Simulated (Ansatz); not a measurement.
**AlSiH4 radical (SMILES [AlH2][SiH2]): a relaxed scan of the bond length Al1–H3**

One table from this session's results is given with a row withheld; the runs are named, their logs left out.

Method: single points in def2-TZVPP; program: Ansatz 0.2.0, Gaussian basis.

Levels: PBE-D4, r2SCAN-D4, PBE0-D4, B3LYP-D4, wB97M-V, Hartree-Fock, MP2, CCSD, CCSD(T). The scan takes 1.426, 1.458, 1.504, 1.559, 1.619, 1.684, 1.753, 1.825, 1.901 Å.

Cores are frozen in the correlated methods. Orbitals are unrestricted. B3LYP uses VWN-RPA correlation.

27 further runs of the same task are left out: 27 set aside as unsound or not needed.

## Where the work starts

The minimum, relaxed at PBE0-D4: SMILES `[AlH2][SiH2]`, 6 atoms, charge 0, spin multiplicity 2.

Atoms are counted from 1 here; the program's logs count them from 0.

Bond lengths: Al1–Si2 2.374 Å, Al1–H3 1.584 Å, Al1–H4 1.584 Å, Si2–H5 1.487 Å, Si2–H6 1.487 Å. Angles: Si2–Al1–H3 118.6°, Si2–Al1–H4 118.5°, H3–Al1–H4 122.9°, Al1–Si2–H5 125.2°, Al1–Si2–H6 125.2°, H5–Si2–H6 109.6°.

Coordinates:

| atom | x (Å) | y (Å) | z (Å) |
| --- | --- | --- | --- |
| Al1 | -0.25415 | -1.19139 | -0.07116 |
| Si2 | 0.24243 | 1.12614 | 0.06865 |
| H3 | -0.98112 | -1.88609 | 1.15297 |
| H4 | 0.15681 | -1.97555 | -1.38479 |
| H5 | 0.91204 | 1.92415 | -0.99204 |
| H6 | -0.07600 | 2.00273 | 1.22636 |

Energies of the minimum (eV), from earlier single points: PBE-D4 -14530.37583, r2SCAN-D4 -14536.84605, PBE0-D4 -14531.87887, B3LYP-D4 -14539.88869, wB97M-V -14536.77188, CCSD(T) -14514.09796.

At the minimum the bond length Al1–H3 is 1.584 Å.

Set-up of the first run:

Input file relax/in.yaml:

```yaml
crystal:
  periodic: [false, false, false]
  atoms:
    - {symbol: Al, position_ang: [-0.254151, -1.191391, -0.071163]}
    - {symbol: Si, position_ang: [0.242432, 1.126141, 0.068647]}
    - {symbol: H, position_ang: [-0.908539, -1.816727, 1.030747]}
    - {symbol: H, position_ang: [0.156809, -1.975547, -1.384787]}
    - {symbol: H, position_ang: [0.912036, 1.924151, -0.992036]}
    - {symbol: H, position_ang: [-0.076002, 2.002735, 1.226359]}
basis:
  gaussian: {orbitals: def2-TZVP}
magnetization: {spin_polarized: true, initial_magnetization: 1}
hamiltonian: {xc: pbe0, dispersion: d4}
relax: {f_tol: 0.005, max_steps: 200, constraints: [{distance: [0, 2]}]}
```

The command line of these runs was not kept.

Steps of the session up to this table: Al1–H3 = 1.426 Å; Al1–H3 = 1.458 Å; Al1–H3 = 1.504 Å; Al1–H3 = 1.559 Å; Al1–H3 = 1.619 Å; Al1–H3 = 1.684 Å; Al1–H3 = 1.753 Å; Al1–H3 = 1.825 Å; Al1–H3 = 1.901 Å.

One table of the session follows, with a row left open; its other results are not shown here.

It belongs to the step «The curves». Energies less that of the minimum at the same level (meV):

| bond length (Å) | PBE-D4 | PBE0-D4 | B3LYP-D4 | wB97M-V | Hartree-Fock |
| --- | --- | --- | --- | --- | --- |
| 1.426 | 220 | 204 | 187 | 178 | 195 |
| 1.458 | 137 | 123 | 111 | 103 | 115 |
| 1.504 | 55 | 46 | 38 | 33 | 39 |
| 1.559 | 7 | 4 | 2 | 0 | 1 |
| 1.584 (minimum) | 0 | 0 | 0 | 0 | 0 |
| 1.619 | 4 | 8 | 11 | 14 | 12 |
| 1.684 | 46 | 59 | 67 | 74 | 73 |
| 1.753 | 131 | 154 | 165 | 178 | 180 |
| 1.825 | ? | ? | ? | ? | ? |
| 1.901 | 398 | 446 | 457 | 495 | 509 |

**Question.** Estimate the row for bond length (Å) = 1.825.

Worked estimate for «PBE-D4». A straight line through the neighbours (1.753, 131) and (1.901, 398) gives 131 + (398 − 131) × (1.825 − 1.753) / (1.901 − 1.753) = 261; a parabola fitted to 3 rows on both sides gives 246.

As computed: PBE-D4: 250; PBE0-D4: 285; B3LYP-D4: 298; wB97M-V: 320; Hartree-Fock: 326. In «PBE-D4» the line misses by +11 and the parabola by -4.

To keep in mind: A polynomial through the near points puts the CCSD(T) minimum 0.005 Å below the PBE0-D4 value.
